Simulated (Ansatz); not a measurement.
# AlSiH (singlet): from Hartree-Fock to the top rungs at distance Si1–Al2 = 2.864 Å, cc-pVTZ

One table from this session's results is given with a row withheld; the runs are named, their logs left out.

Program: Ansatz 0.2.0, Gaussian basis. Level of theory: cc-pVTZ, core rule «outside noble gas», up to 10 orbitals frozen. These are calculated values, not measurements.

The runs, in order: UHF; CCSD(T) on RHF; CCSD(T) on UHF; BCCD(T) on RHF; CISD; CCSDT(Q) on RHF; CASSCF and NEVPT2, 8 electrons in 9 orbitals.

22 further runs of the same task are left out: 4 for a known fault of the program, 1 for a mislabelled method, 12 that didn't finish, 5 set aside as unsound or not needed.

## What is computed

The geometry derives from a PBE0/def2-TZVP stationary point (not a proven minimum). One bond is set to the value named and the two fragments are kept rigid.

3 atoms, charge 0, spin multiplicity 1.

Atoms are counted from 1 here; the program's logs count them from 0.

Bond lengths: Si1–H3 1.545 Å.

Set-up of the first run:

Contents of in.yaml:

```yaml
crystal:
  periodic: [false, false, false]
  atoms:
    - {symbol: Si, position_ang: [0.000000, -0.069187, 1.382306]}
    - {symbol: Al, position_ang: [0.000000, 0.017783, -1.480374]}
    - {symbol: H, position_ang: [0.000000, 1.451836, 1.111195]}
basis:
  gaussian: {orbitals: cc-pVTZ}
magnetization: {spin_polarized: true, initial_magnetization: 0}
hamiltonian: {xc: hf}
output: {orbitals: {seedname: orbitals}}
```

Command:

```bash
$ ansatz run in.yaml --threads 1 --pin off --events-out ev --progress --plain --max-ram 2393MiB
```

Steps of the session up to this table: UHF; CCSD(T) on RHF; CCSD(T) on UHF; BCCD(T) on RHF; CISD; CCSDT(Q) on RHF; CASSCF and NEVPT2, 8 electrons in 9 orbitals.

One of the session's tables, all rows but one given; the rest of the session is left out.

It belongs to the step «Misses and costs». 

```
        method  from RCCSDT(Q) (meV)
           RHF               +5400.8
           UHF               +4802.7
          RMP2               +1307.8
          UMP2               +1269.1
          CISD                +753.2
         RCCSD                     ?
         UCCSD                +188.3
      RCCSD(T)                 +62.5
      UCCSD(T)                 -23.4
       BCCD(T)                 +61.9
        RCCSDT                 +19.1
     RCCSDT(Q)                     0
CASSCF valence               +3249.1
NEVPT2 valence               +1023.9
```

Q: Estimate the row for RCCSD from the others.

**Answer.** from RCCSDT(Q) (meV): +280.3. In the column «from RCCSDT(Q) (meV)» it lies between UCCSD (+188.3) and CISD (+753.2).

Caveats from the session: The determinant is far from a pure spin state, so its energy mixes those of several spin states (harmless only where they are near-degenerate, as at dissociation). Warnings: restricted reference is unstable; spin contamination. Restricted and unrestricted rows rest on different reference determinants; where their highest levels disagree by more than a few hundredths of an eV, they describe different states and don't form one ladder.
